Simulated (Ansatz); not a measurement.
Born–Oppenheimer molecular dynamics of H5NSi (7 atoms, charge 0, multiplicity 1). It goes on from the last frame of an earlier run, with new velocities.

Method: RKS r2SCAN-D4/def2-SVP in Ansatz 0.2.0.

* ensemble: NVE (velocity Verlet)
* time step: 0.5 fs
* steps asked: 150
* starting velocities drawn for: 2000 K
* masses: H 10 u
* seed: 697447

Frames 5 fs apart, positions in Å, forces in eV/Å.

Velocities at 10 fs (Å/ps):

```
Si -3.39 3.47 -3.50
N -11.10 -3.79 5.81
H 10.18 0.57 -2.24
H 2.90 2.87 14.44
H -0.42 -1.41 -12.09
H 9.56 1.36 -0.78
H 2.84 -7.84 2.37
```

```xyz
7
Properties=species:S:1:pos:R:3:forces:R:3 time_fs=10 energy_less_start_eV=0.780 T=795
Si -0.088 0.042 -0.041 4.16 0.48 3.87
N 0.053 0.028 1.868 -2.36 -1.12 -1.02
H -0.755 -0.468 2.411 2.02 1.29 -1.39
H 0.830 0.231 2.521 -0.50 -0.02 -1.06
H 1.503 -0.042 -0.462 -1.92 0.16 0.22
H -0.645 1.221 -0.702 -0.43 0.42 -0.10
H -0.714 -1.180 -0.377 -0.96 -1.22 -0.53
7
Properties=species:S:1:pos:R:3:forces:R:3 time_fs=15 energy_less_start_eV=0.874 T=650
Si -0.088 0.059 -0.042 3.44 -1.10 3.76
N -0.007 0.007 1.887 3.55 2.01 -2.25
H -0.693 -0.457 2.391 -1.85 -1.19 1.03
H 0.829 0.243 2.573 -2.23 -0.47 -2.47
H 1.478 -0.047 -0.519 -1.78 0.19 0.47
H -0.604 1.234 -0.708 -0.63 0.66 -0.21
H -0.710 -1.230 -0.371 -0.51 -0.10 -0.33
7
Properties=species:S:1:pos:R:3:forces:R:3 time_fs=20 energy_less_start_eV=0.571 T=1119
Si -0.058 0.068 -0.011 1.75 -1.66 2.56
N -0.014 0.016 1.870 3.29 1.99 -2.00
H -0.667 -0.470 2.390 -2.09 -1.41 0.92
H 0.780 0.245 2.569 -1.49 -0.19 -2.21
H 1.411 -0.047 -0.565 -1.02 0.13 0.54
H -0.576 1.262 -0.718 -0.45 0.12 0.18
H -0.718 -1.283 -0.372 0.01 1.00 0.00
7
Properties=species:S:1:pos:R:3:forces:R:3 time_fs=25 energy_less_start_eV=0.388 T=1401
Si -0.014 0.063 0.041 -0.41 -1.12 0.46
N 0.026 0.054 1.821 -2.81 -1.67 -0.09
H -0.685 -0.512 2.406 1.07 1.10 -1.91
H 0.700 0.244 2.516 1.57 0.82 0.23
H 1.321 -0.045 -0.598 0.40 -0.03 0.25
H -0.560 1.292 -0.724 -0.15 -0.63 0.72
H -0.726 -1.312 -0.374 0.33 1.52 0.33
7
Properties=species:S:1:pos:R:3:forces:R:3 time_fs=30 energy_less_start_eV=0.732 T=870
Si 0.026 0.048 0.097 -2.50 -0.48 -2.45
N 0.025 0.068 1.770 -3.99 -2.59 2.06
H -0.683 -0.532 2.381 1.45 1.51 -2.42
H 0.654 0.261 2.467 2.68 1.28 1.51
H 1.240 -0.043 -0.626 1.87 -0.20 -0.24
H -0.547 1.308 -0.712 0.04 -1.04 1.04
H -0.727 -1.306 -0.368 0.45 1.52 0.50
7
Properties=species:S:1:pos:R:3:forces:R:3 time_fs=35 energy_less_start_eV=0.598 T=1075
Si 0.047 0.029 0.132 -3.05 0.05 -4.36
N -0.035 0.042 1.755 1.03 0.37 3.88
H -0.651 -0.519 2.303 -0.93 -0.66 -0.15
H 0.664 0.307 2.446 0.26 0.49 -0.53
H 1.202 -0.045 -0.659 2.32 -0.29 -0.28
H -0.534 1.300 -0.676 0.09 -1.03 1.05
H -0.718 -1.265 -0.350 0.28 1.08 0.39
7
Properties=species:S:1:pos:R:3:forces:R:3 time_fs=40 energy_less_start_eV=0.614 T=1053
Si 0.042 0.011 0.132 -1.77 0.79 -2.81
N -0.076 0.028 1.794 5.70 4.59 -0.83
H -0.648 -0.530 2.227 -4.28 -4.27 3.24
H 0.684 0.364 2.417 -0.89 -0.20 -0.58
H 1.218 -0.055 -0.697 1.61 -0.29 0.23
H -0.519 1.267 -0.615 -0.06 -0.64 0.73
H -0.702 -1.198 -0.324 -0.30 0.03 0.02
7
Properties=species:S:1:pos:R:3:forces:R:3 time_fs=45 energy_less_start_eV=0.279 T=1568
Si 0.023 0.000 0.109 0.91 1.68 -0.48
N -0.042 0.071 1.829 -1.79 -1.45 -1.35
H -0.722 -0.618 2.210 1.18 0.85 0.21
H 0.689 0.420 2.378 1.00 0.39 1.42
H 1.272 -0.072 -0.730 0.45 -0.24 0.71
H -0.506 1.220 -0.537 -0.49 0.32 -0.04
H -0.695 -1.132 -0.297 -1.26 -1.55 -0.47
7
Properties=species:S:1:pos:R:3:forces:R:3 time_fs=50 energy_less_start_eV=0.819 T=736
Si 0.012 0.002 0.081 2.82 1.00 1.24
N -0.027 0.099 1.840 -3.54 -3.36 -1.45
H -0.778 -0.695 2.205 3.26 2.95 -0.43
H 0.714 0.483 2.369 0.59 0.02 1.32
H 1.337 -0.094 -0.746 -0.45 -0.15 0.95
H -0.505 1.183 -0.461 -1.03 1.75 -0.94
H -0.717 -1.102 -0.281 -1.65 -2.21 -0.69
7
Properties=species:S:1:pos:R:3:forces:R:3 time_fs=55 energy_less_start_eV=0.722 T=884
Si 0.023 0.012 0.063 2.24 -0.86 1.32
N -0.066 0.075 1.829 0.36 -0.91 0.27
H -0.760 -0.706 2.192 2.61 2.30 -0.13
H 0.747 0.543 2.388 -2.47 -1.71 -0.76
H 1.393 -0.120 -0.740 -0.89 -0.02 1.00
H -0.528 1.185 -0.406 -1.06 2.22 -1.24
H -0.777 -1.121 -0.281 -0.80 -1.03 -0.46
7
Properties=species:S:1:pos:R:3:forces:R:3 time_fs=60 energy_less_start_eV=0.552 T=1148
Si 0.051 0.015 0.055 0.03 -1.21 0.69
N -0.099 0.037 1.819 4.19 3.03 -0.69
H -0.684 -0.668 2.178 -0.28 -1.02 1.37
H 0.725 0.565 2.392 -3.16 -2.21 -1.28
H 1.427 -0.146 -0.709 -0.92 0.08 0.89
H -0.574 1.237 -0.379 -0.24 0.93 -0.81
H -0.855 -1.164 -0.292 0.37 0.40 -0.16
7
Properties=species:S:1:pos:R:3:forces:R:3 time_fs=65 energy_less_start_eV=0.290 T=1552
Si 0.081 0.009 0.054 -1.88 -0.38 -0.03
N -0.067 0.044 1.797 2.44 2.01 -1.69
H -0.611 -0.649 2.194 -1.00 -1.72 1.47
H 0.633 0.537 2.368 -0.74 -0.58 0.00
H 1.440 -0.171 -0.658 -0.63 0.10 0.55
H -0.626 1.312 -0.372 0.67 -0.57 -0.40
H -0.924 -1.199 -0.307 1.14 1.15 0.10
```

Of the whole run (75 fs, mean temperature of the second half 1125 K): The conserved energy stayed within 0.31 meV per atom of its start (net change 0.13 meV per atom), so the integration is sound. Over the second half the temperature averaged 0.56 of the 2000 K drawn at the start: a run that starts near a minimum puts about half its kinetic energy into the potential. A run of 0.075 ps of so small a system gives no equilibrium averages.

The run took 92 s on 1 thread of AMD EPYC 9R45 96-Core Processor (Zen 5), with other jobs on the host, peak memory 0.12 GiB.
